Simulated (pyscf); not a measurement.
PySCF, gas phase, ωB97X-D3(BJ)/def2-SVP geometries. MP2 and CC: frozen core, UHF for open shells. ΔMP2 is the change of the MP2 total energy from the triple- to the quadruple-zeta basis.

Task: HF (SMILES F) + HC≡C–F (SMILES C#CF) → F–CH=CH–F (SMILES FC=CF)
Surface: singlet. Broken: F–H. Formed: C–F, C–H. Give ΔE‡ and ΔE from CCSD(T)/def2-TZVPP + ΔMP2(QZVPP), relative to the separated reactants.

Result: ΔE‡ = 53.4 kcal/mol, ΔE = -35.8 kcal/mol. Zero-point energy shifts the barrier by -0.8 kcal/mol. It is an addition across a multiple bond or ene-type step, with an imaginary mode of 1481i cm⁻¹. The same reactants have a lower exit, to H₂C=C(F)–F (barrier +38.1 kcal/mol at ωB97M-D3(BJ), against +47.6 kcal/mol here). F–CH=CH–F lies 11.0 kcal/mol over its isomer H₂C=C(F)–F, and others may lie lower still (electronic energy, ωB97M-D3(BJ)). One saddle was located; it need not be the lowest between these sides. The CCSD(T) − MP2 part came from Ansatz, without density fitting, on the same reference.
